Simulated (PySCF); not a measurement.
Gas-phase reaction: HPO2 = P + 2 O + H

Computed with PySCF (xtb for GFN2) and rigid-rotor harmonic-oscillator thermochemistry at 1 bar. † marks an energy on the PBE0/def2-TZVP geometry and frequencies; other levels use their own. MP2 and CCSD(T) freeze the core. Open shells (unrestricted): P (multiplicity 4), O (multiplicity 3, electronic degeneracy 9), H (multiplicity 2); the rest are closed-shell singlets. GFN2 has no spin-polarisation term. Spin-orbit splitting is ignored; it lowers the true energy and changes the entropy of O. HPO2: computed as isolated molecules; such fragments, hydroxides, amides, oligomers or adducts are transient or little studied in the gas. MP2 isn't extrapolated to the basis-set limit; its ΔH°(298 K) is 1331.0 kJ in def2-SVP and 1491.4 kJ in def2-TZVPP. CCSD(T) isn't extrapolated to the basis-set limit; its ΔH°(298 K) is 1267.4 kJ in def2-SVP and 1417.5 kJ in def2-TZVPP. The harmonic model lacks anharmonicity and excited electronic states, which grow with temperature; levels with a mode under 35 cm⁻¹ are left out. Internal rotation in HPO2 is treated as a harmonic vibration of one conformer, which makes the entropy rough.

| level | ΔE electronic, kJ | ΔH°(298 K), kJ | ΔS°(298 K), J/K | ΔG°(1800 K), kJ |
|---|---|---|---|---|
| CCSD(T)/def2-TZVPP† | 1451 | 1418 | 340 | 769 |
| GFN2-xTB | 2393 | 2362 | 339 | 1716 |
| HF/def2-TZVP† | 867 | 833 | 340 | 185 |
| M06-2X/def2-TZVP† | 1525 | 1491 | 340 | 843 |
| MP2/def2-TZVPP† | 1525 | 1491 | 340 | 843 |
| PBE0/def2-SVP† | 1418 | 1384 | 340 | 736 |
| r2SCAN/def2-TZVP† | 1511 | 1477 | 340 | 829 |
| ωB97M-V/def2-TZVP† | 1538 | 1504 | 340 | 856 |
ΔH° is lowest at HF/def2-TZVP† and highest at GFN2-xTB. No reference value is set beside these.
